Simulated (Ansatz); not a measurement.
# BCl2: the cost of one run

All numbers are computed with Ansatz 0.2.0 through its Python package. Level of theory: PBE/def2-SVP.

### Step 1. The system

Bond lengths: Cl1–B2 1.907 Å, B2–Cl3 1.832 Å. Angles: Cl1–B2–Cl3 120.3°.

The script holds or builds the structure itself.

### Step 2. The code

The input, relaxed_scan_bcl2.py:

```python
import ansatz as az
import numpy as np

GEOMETRY = """
Cl    0.42890   -1.62890    0.04950
B    -0.54900   -0.02940   -0.30070
Cl    0.10920    1.59350    0.23800
"""

mol = az.Crystal.molecule()
for line in GEOMETRY.strip().splitlines():
    symbol, *xyz = line.split()
    mol = mol.atom(symbol, [float(v) for v in xyz])

base = (
    mol.calculation()
    .basis(gaussian="def2-SVP")
    .functional("pbe")
    .spin("collinear", total=1)
)
symbols = [site.symbol for site in mol.cartesian_sites]
pairs = [(0, 1), (1, 2)]
print("held (A)   E (eV)        ", "  ".join(f"{symbols[i]}{i}-{symbols[j]}{j}" for i, j in pairs))
for length in [1.69, 1.83, 1.98, 2.2, 2.47]:
    summary = base.relax(constraints=[az.DistanceConstraint((1, 2), at=length)], force_tolerance=0.02, max_steps=60).run().report
    xyz = np.array(summary["positions_ang"])
    print(f"{length:6.2f} {summary['free_energy_ev']:14.5f}  ", "  ".join(f"{np.linalg.norm(xyz[i] - xyz[j]):.3f}" for i, j in pairs))
```

### Step 3. The input behind the calls

The package turns the script's settings into the engine's input (first run):

```yaml
crystal:
  periodic: [false, false, false]
  atoms:
    - { symbol: Cl, position_ang: [0.4289, -1.6289, 0.0495] }
    - { symbol: B, position_ang: [-0.549, -0.0294, -0.3007] }
    - { symbol: Cl, position_ang: [0.1092, 1.5935, 0.238] }
basis:
  gaussian:
    orbitals: def2-SVP
hamiltonian:
  xc: pbe
magnetization:
  spin_polarized: true
  initial_magnetization: 1.0
relax:
  f_tol: 0.02
  max_steps: 60
  constraints:
    - { distance: [1, 2], at: 1.69 }
```

### Step 4. Running it

Started as:

```bash
$ python relaxed_scan_bcl2.py
```

What time and memory should one allow on 1 thread of Arm Neoverse V1, shared host?

About 41 s, with a peak of 0.18 GiB.
